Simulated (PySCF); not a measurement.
# The bond of SiN, level by level, part 2 of 2

PySCF 2.14.0; Si def2-SVP, N def2-SVP; no relativity. The steps go on from the part before.

**7. BP86**

The SCF at the reference distance, 1.576 Å, printed:

```text
[... 13 set-up lines left out, the same as in an earlier log ...]
max_memory 909 MB (current use 264 MB)
[... 3 set-up lines left out, the same as in an earlier log ...]
XC functionals = B88,P86
    A. D. Becke.,  Phys. Rev. A 38, 3098 (1988)
    J. P. Perdew.,  Phys. Rev. B 33, 8822 (1986)
[... 2 set-up lines left out, the same as in an earlier log ...]
init E= -344.008914330659
cycle= 1 E= -344.01079438949  delta_E= -0.00188  |g|= 0.0216  |ddm|= 0.114
cycle= 2 E= -344.001979424963  delta_E= 0.00881  |g|= 0.127  |ddm|= 0.122
cycle= 3 E= -344.011170708002  delta_E= -0.00919  |g|= 0.0118  |ddm|= 0.0875
cycle= 4 E= -344.011279930151  delta_E= -0.000109  |g|= 0.00216  |ddm|= 0.0153
cycle= 5 E= -344.011293796101  delta_E= -1.39e-05  |g|= 0.000866  |ddm|= 0.00843
cycle= 6 E= -344.011296724076  delta_E= -2.93e-06  |g|= 0.000289  |ddm|= 0.00514
cycle= 7 E= -344.011296829214  delta_E= -1.05e-07  |g|= 6.67e-05  |ddm|= 0.000769
cycle= 8 E= -344.011296834804  delta_E= -5.59e-09  |g|= 2.45e-05  |ddm|= 0.000208
cycle= 9 E= -344.011296835246  delta_E= -4.42e-10  |g|= 6.01e-06  |ddm|= 4.02e-05
Extra cycle  E= -344.011296834631  delta_E= 6.15e-10  |g|= 3.33e-05  |ddm|= 3.05e-05
converged SCF energy = -344.011296834631  <S^2> = 0.75995204  2S+1 = 2.0099274
```

Re = 1.592 Å, ωe = 1144 cm⁻¹, ωexe = 5.89 cm⁻¹, αe = 0.00508 cm⁻¹, Be = 0.7127 cm⁻¹, De = 5.07 eV, μ = -2.34 D. 3.3 s of CPU time for 12 points, integrals apart.

**8. r²SCAN0**

The SCF at the reference distance, 1.576 Å, printed:

```text
[... 17 set-up lines left out, the same as in an earlier log ...]
XC functionals = HYB_MGGA_XC_R2SCAN0
    M. Bursch, H. Neugebauer, S. Ehlert, and S. Grimme.,  J. Chem. Phys. 156, 134105 (2022)
[... 2 set-up lines left out, the same as in an earlier log ...]
init E= -343.900061901295
cycle= 1 E= -343.900634599543  delta_E= -0.000573  |g|= 0.00986  |ddm|= 0.0639
cycle= 2 E= -343.900382367059  delta_E= 0.000252  |g|= 0.0268  |ddm|= 0.0334
cycle= 3 E= -343.900796635691  delta_E= -0.000414  |g|= 0.00358  |ddm|= 0.0195
cycle= 4 E= -343.900845914827  delta_E= -4.93e-05  |g|= 0.00227  |ddm|= 0.0121
cycle= 5 E= -343.90088127543  delta_E= -3.54e-05  |g|= 0.00141  |ddm|= 0.0122
cycle= 6 E= -343.900902141687  delta_E= -2.09e-05  |g|= 0.000791  |ddm|= 0.0139
cycle= 7 E= -343.900905138177  delta_E= -3e-06  |g|= 0.000318  |ddm|= 0.00535
cycle= 8 E= -343.900905481141  delta_E= -3.43e-07  |g|= 3.84e-05  |ddm|= 0.00197
cycle= 9 E= -343.900905486032  delta_E= -4.89e-09  |g|= 4.76e-06  |ddm|= 0.000244
cycle= 10 E= -343.90090548611  delta_E= -7.75e-11  |g|= 1.15e-06  |ddm|= 2.66e-05
Extra cycle  E= -343.900905486112  delta_E= -2.16e-12  |g|= 1.11e-06  |ddm|= 3.19e-06
converged SCF energy = -343.900905486112  <S^2> = 0.82156879  2S+1 = 2.0703321
```

Re = 1.570 Å, ωe = 1199 cm⁻¹, ωexe = 9.03 cm⁻¹, αe = 0.00567 cm⁻¹, Be = 0.7325 cm⁻¹, De = 3.85 eV, μ = -2.20 D. 6.7 s of CPU time for 12 points, integrals apart.

**9. LDA**

Output of the SCF at 1.576 Å:

```text
[... 13 set-up lines left out, the same as in an earlier log ...]
max_memory 909 MB (current use 265 MB)
[... 3 set-up lines left out, the same as in an earlier log ...]
XC functionals = LDA,VWN
    P. A. M. Dirac.,  Math. Proc. Cambridge Philos. Soc. 26, 376 (1930)
    F. Bloch.,  Z. Phys. 57, 545 (1929)
    S. H. Vosko, L. Wilk, and M. Nusair.,  Can. J. Phys. 58, 1200 (1980)
[... 2 set-up lines left out, the same as in an earlier log ...]
init E= -342.382291046163
cycle= 1 E= -342.385894879362  delta_E= -0.0036  |g|= 0.0399  |ddm|= 0.161
cycle= 2 E= -342.358109532887  delta_E= 0.0278  |g|= 0.227  |ddm|= 0.201
cycle= 3 E= -342.386907801867  delta_E= -0.0288  |g|= 0.00482  |ddm|= 0.169
cycle= 4 E= -342.386933581579  delta_E= -2.58e-05  |g|= 0.00254  |ddm|= 0.0101
cycle= 5 E= -342.386941891764  delta_E= -8.31e-06  |g|= 0.00136  |ddm|= 0.00607
cycle= 6 E= -342.386944750401  delta_E= -2.86e-06  |g|= 0.000324  |ddm|= 0.00429
cycle= 7 E= -342.386944836987  delta_E= -8.66e-08  |g|= 3.91e-05  |ddm|= 0.000528
cycle= 8 E= -342.386944838546  delta_E= -1.56e-09  |g|= 2.74e-05  |ddm|= 0.00012
cycle= 9 E= -342.386944839007  delta_E= -4.61e-10  |g|= 3.18e-06  |ddm|= 2.9e-05
Extra cycle  E= -342.386944838843  delta_E= 1.64e-10  |g|= 1.74e-05  |ddm|= 1.54e-05
converged SCF energy = -342.386944838843  <S^2> = 0.76158869  2S+1 = 2.0115553
```

Re = 1.578 Å, ωe = 1182 cm⁻¹, ωexe = 5.80 cm⁻¹, αe = 0.00498 cm⁻¹, Be = 0.7256 cm⁻¹, De = 5.80 eV, μ = -2.39 D. 2.7 s of CPU time for 12 points, integrals apart.

**10. CAM-B3LYP (range-separated hybrid)**

The SCF at the reference distance, 1.576 Å, printed:

```text
[... 13 set-up lines left out, the same as in an earlier log ...]
max_memory 909 MB (current use 259 MB)
[... 3 set-up lines left out, the same as in an earlier log ...]
XC functionals = CAMB3LYP
    T. Yanai, D. P. Tew, and N. C. Handy.,  Chem. Phys. Lett. 393, 51 (2004)
[... 2 set-up lines left out, the same as in an earlier log ...]
init E= -343.953061546807
cycle= 1 E= -343.953228961821  delta_E= -0.000167  |g|= 0.0235  |ddm|= 0.0433
cycle= 2 E= -343.952206058344  delta_E= 0.00102  |g|= 0.0501  |ddm|= 0.0544
cycle= 3 E= -343.95354151864  delta_E= -0.00134  |g|= 0.00203  |ddm|= 0.0368
cycle= 4 E= -343.953555022151  delta_E= -1.35e-05  |g|= 0.000979  |ddm|= 0.00795
cycle= 5 E= -343.953558165533  delta_E= -3.14e-06  |g|= 0.000283  |ddm|= 0.0044
cycle= 6 E= -343.953558533896  delta_E= -3.68e-07  |g|= 9.23e-05  |ddm|= 0.00178
cycle= 7 E= -343.953558548279  delta_E= -1.44e-08  |g|= 2.58e-05  |ddm|= 0.000302
cycle= 8 E= -343.953558550662  delta_E= -2.38e-09  |g|= 1.45e-05  |ddm|= 7.23e-05
cycle= 9 E= -343.95355855227  delta_E= -1.61e-09  |g|= 9.14e-06  |ddm|= 7.98e-05
cycle= 10 E= -343.953558553015  delta_E= -7.45e-10  |g|= 2e-06  |ddm|= 9.04e-05
Extra cycle  E= -343.953558553019  delta_E= -4.09e-12  |g|= 2.47e-06  |ddm|= 4.77e-06
converged SCF energy = -343.953558553019  <S^2> = 0.78313314  2S+1 = 2.0328631
```

Re = 1.568 Å, ωe = 1214 cm⁻¹, ωexe = 6.71 cm⁻¹, αe = 0.00498 cm⁻¹, Be = 0.7343 cm⁻¹, De = 4.33 eV, μ = -2.27 D. 5.9 s of CPU time for 12 points, integrals apart.

**11. ROHF**

Output of the SCF at 1.576 Å:

```text
******** <class 'pyscf.scf.hf_symm.SymAdaptedROHF'> ********
method = SymAdaptedROHF
[... 12 set-up lines left out, the same as in an earlier log ...]
num. doubly occ = 10  num. singly occ = 1
Overwritten attributes  get_jk get_occ get_hcore get_k get_j  of <class 'pyscf.scf.hf_symm.SymAdaptedROHF'>
[... 1 set-up line left out, the same as in an earlier log ...]
init E= -343.10316583735
cycle= 1 E= -343.108679802312  delta_E= -0.00551  |g|= 0.0498  |ddm|= 0.279
cycle= 2 E= -343.110959568432  delta_E= -0.00228  |g|= 0.0391  |ddm|= 0.0838
cycle= 3 E= -343.111657614313  delta_E= -0.000698  |g|= 0.0195  |ddm|= 0.0413
cycle= 4 E= -343.112055799856  delta_E= -0.000398  |g|= 0.00538  |ddm|= 0.0398
cycle= 5 E= -343.112095776034  delta_E= -4e-05  |g|= 0.00148  |ddm|= 0.0119
cycle= 6 E= -343.112098914991  delta_E= -3.14e-06  |g|= 0.000363  |ddm|= 0.00401
cycle= 7 E= -343.112099065381  delta_E= -1.5e-07  |g|= 3.51e-05  |ddm|= 0.000873
cycle= 8 E= -343.112099066071  delta_E= -6.9e-10  |g|= 1.31e-05  |ddm|= 6.66e-05
Extra cycle  E= -343.112099066114  delta_E= -4.26e-11  |g|= 1.3e-05  |ddm|= 2.6e-05
converged SCF energy = -343.112099066114
```

Re = 1.543 Å, ωe = 1324 cm⁻¹, ωexe = 5.00 cm⁻¹, αe = 0.00432 cm⁻¹, Be = 0.7584 cm⁻¹, De = 0.83 eV, μ = -2.14 D.

**12. MP2 and coupled cluster**

Reference: ROHF; core orbitals frozen: 6.

Output of the coupled-cluster run at 1.576 Å:

```text
******** <class 'pyscf.cc.uccsd.UCCSD'> ********
CC2 = 0
CCSD nocc = (np.int64(5), np.int64(4)), nmo = (26, 26)
frozen orbitals [[0, 1, 2, 3, 4, 5], [0, 1, 2, 3, 4, 5]]
max_cycle = 80
direct = 0
conv_tol = 1e-07
conv_tol_normt = 1e-05
diis_space = 8
diis_start_cycle = 0
diis_start_energy_diff = 1e+09
max_memory 909 MB (current use 274 MB)
Init t2, MP2 energy = -0.225718550367195
Init E_corr(UCCSD) = -0.229165248528195
cycle = 1  E_corr(UCCSD) = -0.229296140115113  dE = -0.000130891587  norm(t1,t2) = 0.13903
cycle = 2  E_corr(UCCSD) = -0.244498735832133  dE = -0.0152025957  norm(t1,t2) = 0.0553249
cycle = 3  E_corr(UCCSD) = -0.244491030095445  dE = 7.70573669e-06  norm(t1,t2) = 0.0445176
cycle = 4  E_corr(UCCSD) = -0.250829167606336  dE = -0.00633813751  norm(t1,t2) = 0.0297595
cycle = 5  E_corr(UCCSD) = -0.251929573481703  dE = -0.00110040588  norm(t1,t2) = 0.0123496
cycle = 6  E_corr(UCCSD) = -0.251940665901199  dE = -1.10924195e-05  norm(t1,t2) = 0.00705777
cycle = 7  E_corr(UCCSD) = -0.252199924886711  dE = -0.000259258986  norm(t1,t2) = 0.00349525
cycle = 8  E_corr(UCCSD) = -0.252207871272625  dE = -7.94638591e-06  norm(t1,t2) = 0.00149287
cycle = 9  E_corr(UCCSD) = -0.252177719978992  dE = 3.01512936e-05  norm(t1,t2) = 0.000630492
cycle = 10  E_corr(UCCSD) = -0.252205256353543  dE = -2.75363746e-05  norm(t1,t2) = 0.000205438
cycle = 11  E_corr(UCCSD) = -0.252198403156367  dE = 6.85319718e-06  norm(t1,t2) = 7.87153e-05
cycle = 12  E_corr(UCCSD) = -0.252198686455285  dE = -2.83298917e-07  norm(t1,t2) = 2.79268e-05
cycle = 13  E_corr(UCCSD) = -0.252198702937784  dE = -1.64824995e-08  norm(t1,t2) = 1.47562e-05
cycle = 14  E_corr(UCCSD) = -0.252198910604327  dE = -2.07666543e-07  norm(t1,t2) = 6.3101e-06
cycle = 15  E_corr(UCCSD) = -0.252198960196421  dE = -4.95920942e-08  norm(t1,t2) = 2.45771e-06
UCCSD converged
E(UCCSD) = -343.3642980263104  E_corr = -0.2521989601964213
UCCSD(T) correction = -0.0140602364643734
```

Correlation energy (eV) along the bond:

```csv
R (Å),MP2,SCS-MP2,CCSD,CCSD(T),T1
1.355,-5.651,-5.564,n/a,n/a,n/a
1.418,-5.800,-5.707,-6.523,-6.822,0.065
1.481,-5.963,-5.863,-6.657,-6.986,0.067
1.529,-6.094,-5.989,-6.759,-7.114,0.067
1.576,-6.233,-6.121,-6.863,-7.245,0.068
1.623,-6.380,-6.261,-6.968,-7.380,0.069
1.686,-6.588,-6.457,-7.109,-7.565,0.070
1.765,-6.868,-6.721,-7.290,-7.806,0.073
1.860,-7.233,-7.064,-7.512,-8.110,0.077
1.986,-7.772,-7.570,n/a,n/a,n/a
```

ROHF-MP2: Re = 1.604 Å, ωe = 1081 cm⁻¹, ωexe = 7.53 cm⁻¹, αe = 0.00599 cm⁻¹, Be = 0.7021 cm⁻¹, De = 3.81 eV.

ROHF-SCS-MP2: Re = 1.600 Å, ωe = 1098 cm⁻¹, ωexe = 7.24 cm⁻¹, αe = 0.00580 cm⁻¹, Be = 0.7056 cm⁻¹, De = 3.73 eV.

ROHF-CCSD: Re = 1.584 Å, ωe = 1182 cm⁻¹, ωexe = 5.77 cm⁻¹, αe = 0.00488 cm⁻¹, Be = 0.7198 cm⁻¹, De = 3.51 eV.

ROHF-CCSD(T): Re = 1.598 Å, ωe = 1126 cm⁻¹, ωexe = 6.49 cm⁻¹, αe = 0.00536 cm⁻¹, Be = 0.7076 cm⁻¹, De = 3.85 eV.

**13. The curves together**

Energy (eV) from each level's lowest point:

```csv
R (Å),ROHF,ROHF-MP2,ROHF-SCS-MP2,ROHF-CCSD,ROHF-CCSD(T),LDA,PBE,BP86,r²SCAN,PBE0,r²SCAN0,CAM-B3LYP
1.355,1.481,2.050,2.017,n/a,n/a,1.806,1.966,1.969,1.857,1.793,1.734,1.709
1.418,0.579,0.998,0.971,0.895,0.979,0.821,0.930,0.933,0.851,0.807,0.765,0.750
1.481,0.122,0.378,0.358,0.304,0.357,0.266,0.329,0.332,0.282,0.255,0.232,0.223
1.529,0.000,0.125,0.111,0.080,0.108,0.063,0.094,0.095,0.070,0.057,0.046,0.041
1.576,0.024,0.009,0.002,0.000,0.000,0.000,0.000,0.000,0.000,0.000,0.000,0.000
1.623,0.161,0.000,0.000,0.033,0.003,0.046,0.017,0.015,0.040,0.052,0.061,0.067
1.686,0.477,0.108,0.120,0.207,0.134,0.232,0.168,0.163,0.218,0.248,0.261,0.282
1.765,1.021,0.372,0.400,0.570,0.436,0.604,0.498,0.489,0.574,0.622,0.621,0.680
1.860,1.803,0.789,0.839,1.130,0.915,1.169,1.016,1.002,1.094,1.154,1.115,1.240
1.986,2.941,1.388,1.471,n/a,n/a,1.989,1.772,1.756,1.792,1.855,1.755,1.969
```

**14. Constants by level of theory**

This closing draws on all 2 parts.

Lowest PBE0 solution found, without spin–orbit coupling: ²Σ⁺ (doublet), unpaired electrons σ ↑. State 2 has its PBE0 minimum 0.15 eV higher. State 3 has its PBE0 minimum 2.36 eV higher. The other levels ran on the lowest alone.

```csv
level,Re (Å),ωe (cm⁻¹),De (eV),μ (D)
ROHF,1.543,1324,0.83,-2.14
ROHF-MP2,1.604,1081,3.81,n/a
ROHF-SCS-MP2,1.600,1098,3.73,n/a
ROHF-CCSD,1.584,1182,3.51,n/a
ROHF-CCSD(T),1.598,1126,3.85,n/a
LDA,1.578,1182,5.80,-2.39
PBE,1.591,1149,5.03,-2.33
BP86,1.592,1144,5.07,-2.34
r²SCAN,1.581,1178,4.39,-2.26
PBE0,1.575,1196,4.27,-2.31
r²SCAN0,1.570,1199,3.85,-2.20
CAM-B3LYP,1.568,1214,4.33,-2.27
```

De is counted to Si + N in their ground configurations. A positive dipole means Si(−)N(+).

Time per point (s) on 1 thread, shared host (CPU time, shared integrals of 0.019 s apart; correlated levels include their reference; CCSD comes with the CCSD(T) run); the times are rough: ROHF 0.032, ROHF-MP2 0.051, ROHF-SCS-MP2 0.051, ROHF-CCSD(T) 0.6, LDA 0.23, PBE 0.42, BP86 0.28, r²SCAN 0.53, PBE0 0.41, r²SCAN0 0.56, CAM-B3LYP 0.49.

What this shows: Bond lengths run from 1.543 Å (ROHF) to 1.604 Å (ROHF-MP2). Among the levels with a De in the table, it runs from 0.83 eV (ROHF) to 5.80 eV (LDA).

Correlated steps freeze 6 core orbitals. T1 is 0.068 near the minimum (highest on the curve 0.077), which may point to more than one leading configuration.
